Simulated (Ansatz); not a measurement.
A nudged elastic band was laid between two geometries of AlH3O + H2 (7 atoms, charge 0, multiplicity 1).

Theory: RKS r2SCAN-D4/def2-SVP in Ansatz 0.2.0.

- movable images: 5
- climbing image: yes
- spring: 5.0 eV/Å²
- optimiser: quadratic models (default)
- start path: through a guess of the saddle point
- force threshold: 0.05 eV/Å
- iteration limit: 60
- end points: relaxed

First end point:

```xyz
7
Properties=species:S:1:pos:R:3
Al -0.049 -0.120 0.220
O -0.068 -0.594 1.865
H -0.854 -0.736 2.399
H 1.377 -0.098 -0.462
H -1.408 0.110 -0.569
H 0.108 2.282 0.497
H 0.132 2.004 1.205
```

Last end point:

```xyz
7
Properties=species:S:1:pos:R:3
Al 0.029 0.478 -0.144
O -0.031 0.143 1.859
H -0.831 -0.319 2.153
H 1.363 -0.267 -0.602
H -1.381 -0.222 -0.462
H 0.056 2.081 -0.036
H 0.032 0.953 2.388
```

Which bonds break or form, and what moves?

Bonds broken: H6–H7. Bonds formed: Al1–H6, O2–H7. AlH3O + H2 becomes AlH5O.

Give the energies along the band, and the barrier.

The forces met the threshold. The highest image is number 3 of 0 to 6, 77.8 kJ/mol above the first end and 53.4 kJ/mol above the last; the last end lies 24.4 kJ/mol above the first. A vibrational analysis at the climbing image gives one clearly imaginary mode, 1096i cm⁻¹: a first-order saddle point. The orbitals stay closed-shell, which can raise the energy where a bond breaks towards radicals; this wasn't checked here.

| image | path coordinate (Å) | energy (kJ/mol) | H6–H7 (Å) | Al1–H6 (Å) | O2–H7 (Å) |
| --- | --- | --- | --- | --- | --- |
| 0 | 0.00 | 0.0 | 0.76 | 2.42 | 2.69 |
| 1 | 0.48 | 3.6 | 0.77 | 2.31 | 2.27 |
| 2 | 0.96 | 29.8 | 0.80 | 2.04 | 1.77 |
| 3 | 1.44 | 77.8 | 1.06 | 1.77 | 1.25 |
| 4 | 1.88 | 46.9 | 1.58 | 1.65 | 1.01 |
| 5 | 2.32 | 29.8 | 2.12 | 1.62 | 0.97 |
| 6 | 2.75 | 24.4 | 2.67 | 1.61 | 0.97 |

What is the geometry of the highest image?


```xyz
7
Properties=species:S:1:pos:R:3
Al 0.016 0.240 0.008
O 0.007 -0.030 1.872
H -0.817 -0.275 2.317
H 1.406 -0.096 -0.664
H -1.406 -0.021 -0.648
H 0.044 1.858 0.729
H -0.011 1.172 1.542
```

What are the harmonic wavenumbers there?

1096i, 434, 451, 589, 602, 744, 769, 807, 1062, 1399, 1717, 1915, 1940, 1966, 3835 cm⁻¹.

Time of the run: 100 s on 1 thread of Arm Neoverse V1 (shared host), peak memory 0.11 GiB.
